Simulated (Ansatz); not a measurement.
# Worked example: ideal-gas entropy of HCl (hydrogen chloride)

A linear singlet with charge 0, relaxed at PBE0/aug-cc-pVTZ (Ansatz 0.2.0):

```xyz
2

Cl    0.5469   -0.1788    0.2812
H    -0.5469    0.1788   -0.2812
```

Harmonic wavenumbers in cm⁻¹: 2993.

Masses in u: Cl 35.45, H 1.008. Take T = 298.15 K, p = 1 bar, R = 8.3145 J/(mol K), kT/hc = 207.22 cm⁻¹, rigid rotor and harmonic oscillator.

Compute the standard molar entropy.


1. Translation (Sackur–Tetrode): S = R[3/2 ln M + 5/2 ln T − 1.1517] with M = 36.458 gives 153.7 J/(mol K).
2. Rotation: the moment of inertia is 1.608 u Å², so B = 16.8576/I = 10.4838 cm⁻¹; σ = 1; q = kT/(σhcB) = 19.8; S = R(ln q + 1) = 33.1.
3. Vibration: with u = ν̃/207.22, each mode gives R[u/(eᵘ − 1) − ln(1 − e⁻ᵘ)]; the sum is 0.0.
4. Electronic: R ln 1 = 0.0, from the spin multiplicity alone.
5. Sum: 153.7 + 33.1 + 0.0 + 0.0 = 186.8 J/(mol K).

The tabulated value is 186.9 J/(mol K) (CRC Handbook of Chemistry and Physics): the model is off by -0.1.
